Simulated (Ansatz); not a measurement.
AlMg: a ladder of basis sets, run with the Python package of Ansatz (0.2.0).

The script, `basis_almg.py`:
```python
import warnings

import ansatz as az

warnings.simplefilter('ignore', az.DeckWarning)

system = (
    az.Crystal.molecule()
    .atom('Mg', (0.0, 0.0, 0.0))
    .atom('Al', (0.0, 0.0, 2.55))
)

job = (
    system.calculation()
    .functional('hf')
    .spin('collinear', total=1)
)

energies = {}
for basis in ['STO-3G', '6-31G', '6-31G*', 'def2-SVP', 'def2-SVPD', 'def2-TZVP', 'def2-TZVPP']:
    r = job.basis(gaussian=basis).run(threads=1).report
    size = r['n_frozen'] + r['n_occupied'][0] + r['n_virtual'][0]
    energies[basis] = (r['reference_energy_ev'] / 27.211386246, r['free_energy_ev'] / 27.211386246)
    print(f'{basis:14s} {size:4d} orbitals  reference {energies[basis][0]:14.6f} Ha  total {energies[basis][1]:14.6f} Ha')

last = energies['def2-TZVPP'][1]
for basis, (_, total) in energies.items():
    print(f'{basis:14s} lies {27.211386 * (total - last):9.4f} eV above def2-TZVPP')
```

How far does the total energy move along this ladder of basis sets?

Against STO-3G: 6-31G -5551.3 mHa, 6-31G* -5559.2 mHa, def2-SVP -5430.8 mHa, def2-SVPD -5432.2 mHa, def2-TZVP -5587.4 mHa and def2-TZVPP -5587.4 mHa. The last step alone is -0.03 mHa (these two sets differ little on atoms other than hydrogen).

What the script printed:

```console
$ python basis_almg.py
STO-3G           18 orbitals  reference    -435.886723 Ha  total    -435.886723 Ha
6-31G            26 orbitals  reference    -441.438027 Ha  total    -441.438027 Ha
6-31G*           38 orbitals  reference    -441.445907 Ha  total    -441.445907 Ha
def2-SVP         36 orbitals  reference    -441.317565 Ha  total    -441.317565 Ha
def2-SVPD        45 orbitals  reference    -441.318917 Ha  total    -441.318917 Ha
def2-TZVP        69 orbitals  reference    -441.474129 Ha  total    -441.474129 Ha
def2-TZVPP       74 orbitals  reference    -441.474160 Ha  total    -441.474160 Ha
STO-3G         lies  152.0419 eV above def2-TZVPP
6-31G          lies    0.9832 eV above def2-TZVPP
6-31G*         lies    0.7688 eV above def2-TZVPP
def2-SVP       lies    4.2612 eV above def2-TZVPP
def2-SVPD      lies    4.2244 eV above def2-TZVPP
def2-TZVP      lies    0.0008 eV above def2-TZVPP
def2-TZVPP     lies    0.0000 eV above def2-TZVPP
```

Reading the output:
- The drop along the ladder measures the basis error, and is no property of the molecule.
- The geometry is a force-field or estimated start, not a minimum of this method, and the last set is no limit. Much of the fall in a total is atomic energy, which cancels in bond and reaction energies.
- The species is open-shell (spin multiplicity 2).
- The expectation value of S² is noticeably off S(S+1) in at least one run, so that state is spin-contaminated.
- Totals across families of basis sets mostly measure their core functions.
- The spin state was assumed, and another may lie lower.
- Timing: 10 s on 1 thread of Arm Neoverse V1 (shared host), peak memory 0.21 GiB.
